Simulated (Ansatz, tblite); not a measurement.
# The cluster Y₄: a ladder of methods and basis sets

One table from this session's results is given with a row withheld; the runs are named, their logs left out.

Method: as each input shows; program: Ansatz 0.2.0, Gaussian basis.

Levels to be run: GFN1-xTB, GFN2-xTB, PBE-D4/def2-TZVP, r2SCAN-D4/def2-TZVP, BLYP-D4/def2-TZVP, B97M-V/def2-TZVP, CAM-B3LYP-D4/def2-TZVP, HF/def2-TZVP, B3LYP-D4/def2-TZVP, PBE+5HF/def2-TZVP, PBE+10HF/def2-TZVP, PBE+15HF/def2-TZVP, PBE+35HF/def2-TZVP, PBE+50HF/def2-TZVP, PBE-D4/def2-SVP, PBE0-D4/def2-SVP, PBE0-D4/def2-TZVPD, PBE-D4/def2-TZVPD, r2SCAN-D4/def2-TZVPD, CCSD(T)/def2-TZVP, RPA/def2-TZVP.

1 further run of the same task is left out (set aside as unsound or not needed).

## The relaxed structure

The singlet was relaxed beforehand with B3LYP-D4/def2-SVP. At that level it is the lowest of the isomers that a small search found.

4 atoms, charge 0, spin multiplicity 1.

Bond lengths: Y1–Y2 3.389 Å, Y1–Y3 3.385 Å, Y1–Y4 3.386 Å, Y2–Y3 3.132 Å, Y2–Y4 3.132 Å, Y3–Y4 3.133 Å. Angles: Y2–Y1–Y3 55.1°, Y2–Y1–Y4 55.1°, Y3–Y1–Y4 55.1°, Y1–Y2–Y3 62.4°, Y1–Y2–Y4 62.4°, Y3–Y2–Y4 60.0°, Y1–Y3–Y2 62.5°, Y1–Y3–Y4 62.4°, Y2–Y3–Y4 60.0°, Y1–Y4–Y2 62.5°, Y1–Y4–Y3 62.4°, Y2–Y4–Y3 60.0°.

Y takes a core potential in the def2 sets. No spin-orbit coupling is included.

PBE0-D4/def2-TZVP was run before; its log isn't repeated, and its numbers join the tables.

Set-up of the first run:

Tight binding, by tblite at 300 K electronic temperature and without a spin-polarisation term:

```python
tblite.interface.Calculator('GFN1-xTB', numbers, positions, charge=0, uhf=0).singlepoint()
```

Tight binding, by tblite at 300 K electronic temperature and without a spin-polarisation term:

```python
tblite.interface.Calculator('GFN2-xTB', numbers, positions, charge=0, uhf=0).singlepoint()
```

start.molden holds the orbitals of an earlier run on this state, given as this run's starting guess.

in.yaml

```yaml
crystal:
  periodic: [false, false, false]
  atoms:
    - {symbol: Y, position_ang: [1.861910, 0.600630, -0.885832]}
    - {symbol: Y, position_ang: [0.003711, 0.260645, 1.928271]}
    - {symbol: Y, position_ang: [-0.371883, -1.880566, -0.326900]}
    - {symbol: Y, position_ang: [-1.493738, 1.019281, -0.715539]}
basis:
  gaussian: {orbitals: def2-TZVP, initial_orbitals: start.molden}
hamiltonian: {xc: pbe, dispersion: d4}
scf: {omitted_lower_state_checks: [starts]}
output: {forces: true, orbitals: {seedname: orbitals}}
```

Launch:

```console
$ ansatz run in.yaml --threads 4 --pin off --events-out ev --progress --plain --max-ram 3916MiB
```

Steps of the session up to this table: PBE-D4/def2-TZVP; r2SCAN-D4/def2-TZVP; BLYP-D4/def2-TZVP; B97M-V/def2-TZVP; CAM-B3LYP-D4/def2-TZVP; HF/def2-TZVP; B3LYP-D4/def2-TZVP; PBE+5HF/def2-TZVP; PBE+10HF/def2-TZVP; PBE+15HF/def2-TZVP; PBE+35HF/def2-TZVP; PBE+50HF/def2-TZVP; PBE-D4/def2-SVP; PBE0-D4/def2-SVP; PBE0-D4/def2-TZVPD; PBE-D4/def2-TZVPD; r2SCAN-D4/def2-TZVPD; CCSD(T)/def2-TZVP; RPA/def2-TZVP.

One of the session's tables, all rows but one given; the rest of the session is left out.

It belongs to the step «Levels side by side». 

```
                 level  HOMO (eV)  LUMO (eV)  gap (eV)
          HF/def2-TZVP      -4.33       0.14      4.47
       PBE-D4/def2-SVP      -2.83      -2.74      0.09
      PBE-D4/def2-TZVP      -2.78      -2.69      0.09
     PBE-D4/def2-TZVPD      -2.78      -2.69      0.09
     BLYP-D4/def2-TZVP      -2.65      -2.54      0.11
   r2SCAN-D4/def2-TZVP      -2.89      -2.60      0.29
  r2SCAN-D4/def2-TZVPD      -2.89      -2.60      0.29
      B97M-V/def2-TZVP      -2.80      -2.61      0.19
    B3LYP-D4/def2-TZVP      -3.24      -2.12      1.13
      PBE0-D4/def2-SVP      -3.40      -2.06      1.34
     PBE0-D4/def2-TZVP      -3.34      -2.00      1.34
    PBE0-D4/def2-TZVPD      -3.34      -2.00      1.34
CAM-B3LYP-D4/def2-TZVP      -4.12      -1.04      3.08
     PBE+5HF/def2-TZVP      -2.90      -2.55      0.35
    PBE+10HF/def2-TZVP          ?          ?         ?
    PBE+15HF/def2-TZVP      -3.12      -2.27      0.85
    PBE+35HF/def2-TZVP      -3.55      -1.74      1.81
    PBE+50HF/def2-TZVP      -3.87      -1.37      2.50
```

**Question.** Estimate the row for PBE+10HF/def2-TZVP.

**Answer.** HOMO (eV): -3.01; LUMO (eV): -2.40; gap (eV): 0.60. In the column «HOMO (eV)» it lies between PBE+15HF/def2-TZVP (-3.12) and PBE+5HF/def2-TZVP (-2.90).
